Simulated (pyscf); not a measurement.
Optimised with ωB97X-D3(BJ)/def2-SVP in PySCF.

Q: For the elementary gas-phase step `[H][H]` + `[CH2][OH]` [doublet] → `[CH3][OH]` + `[H]` [doublet] (doublet surface; H–H broken, C–H formed), what barrier and reaction energy does ωB97M-D3(BJ)/def2-TZVP give, measured from the separated reactants?

A: ΔE‡ = 59.7 kJ/mol, ΔE = +25.6 kJ/mol. Zero-point energy shifts the barrier by +4.4 kJ/mol. It is a hydrogen abstraction, with an imaginary mode of 1385i cm⁻¹. This is the saddle that the search found; another between the same sides may lie lower. The angle at the transferred H is 178°.
